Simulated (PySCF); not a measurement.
Work out the structure from these simulated measurements.

Elements present: C, H, N and O. Monoisotopic mass: 85.0528 u.

* 13C NMR: chemical shifts (computed TMS as zero) by class: 170.7 (1 C), 69.3 (1 C), 59.3 (1 C), 16.2 (1 C) ppm [GIAO PBE0/pcSseg-1]
* Dipole: 1.30 D [PBE0/pcSseg-1]
* Couplings: largest of the computed one-bond spin–spin couplings (means over like bonds): 13C–1H +154.0 (×2), 13C–1H +149.0 (×2), 13C–1H +135.3 (×3), 13C–13C +64.9, 17O–13C +35.6, 13C–13C +28.7, 17O–13C +19.6, 15N–13C -4.9 Hz [B3LYP/pcJ-1, spin–dipole term left out for some pairs]
* Rotational structure: rotational constants A, B, C: 7.866, 3.460, 2.516 GHz [GFN2-xTB]
* NMR, other nuclei: isotropic shieldings of nuclei other than C and H, by class: 14 (1 N), 156 (1 O) ppm [GIAO PBE0/pcSseg-1]
* 1H NMR: chemical shifts (computed TMS as zero) by class: 4.23 (2 H), 4.04 (2 H), 1.99 (3 H) ppm [GIAO PBE0/pcSseg-1]

Electronic properties: PySCF, gas phase, density fitting. Levels stand in brackets. Isolated species at its GFN2-xTB geometry, gas phase. NMR classes are plain means over equivalent atoms (diastereotopic ones count apart unless rotation or inversion swaps them), as if these changed places fast.

Q: Which formula fits the mass and the elements?

A: C4H7NO (calculated 85.0528). No other formula that holds each of these elements comes within 0.0003 u with a fitting electron parity and a possible valence count.

Q: Give a SMILES that accounts for the data.

A: Numbering: `[CH3:1][C:2]1=[N:3][CH2:4][CH2:5][O:6]1`. Its formula, C4H7NO, gives 2 degrees of unsaturation: 1 ring and 1 π bond in the structure found. 4 carbons fall into 4 classes; from least to most shielded: C=N carbon [C2] (170.7 ppm), ring sp3 carbon bound to oxygen [C5] (69.3 ppm), ring sp3 carbon bound to nitrogen [C4] (59.3 ppm), methyl carbon [C1] (16.2 ppm). Hydrogen classes from least to most shielded: 2 H on an sp3 carbon bound to oxygen, C5 (4.23 ppm), 2 H on an sp3 carbon bound to nitrogen, C4 (4.04 ppm), 3 H on a methyl carbon, C1 (1.99 ppm). The other shieldings belong to: 14 ppm, C=N nitrogen [N3]; 156 ppm, oxygen bonded to 2 C [O6]. The couplings run between: +154.0 Hz, sp3 carbon bound to oxygen [C5] and its hydrogen (with 1 like pair); +149.0 Hz, sp3 carbon bound to nitrogen [C4] and its hydrogen (with 1 like pair); +135.3 Hz, methyl carbon [C1] and its hydrogen (with 2 like pairs); +64.9 Hz, methyl carbon [C1] and C=N carbon [C2]; +35.6 Hz, oxygen bonded to 2 C [O6] and C=N carbon [C2]; +28.7 Hz, sp3 carbon bound to nitrogen [C4] and sp3 carbon bound to oxygen [C5]; +19.6 Hz, oxygen bonded to 2 C [O6] and sp3 carbon bound to oxygen [C5]; -4.9 Hz, C=N nitrogen [N3] and C=N carbon [C2]. The optimised geometry has point group Cs and is an asymmetric top. Structure: `C1OC(=NC1)C` (2-methyl-2-oxazoline). Computed isomers that give other values at the same levels: `NC(=O)C1CC1` (13C chemical shifts (computed TMS as zero) by class: 174.9 (1 C), 15.5 (1 C), 9.8 (2 C) ppm); `[H]/N=C(\C=C)OC` (13C chemical shifts (computed TMS as zero) by class: 170.6 (1 C), 137.7 (1 C), 131.0 (1 C), 55.5 (1 C) ppm); `O=C1CCCN1` (13C chemical shifts (computed TMS as zero) by class: 175.8 (1 C), 44.3 (1 C), 31.4 (1 C), 24.6 (1 C) ppm). The assignments are read from this structure; whether some other isomer fits the data as well wasn't checked.
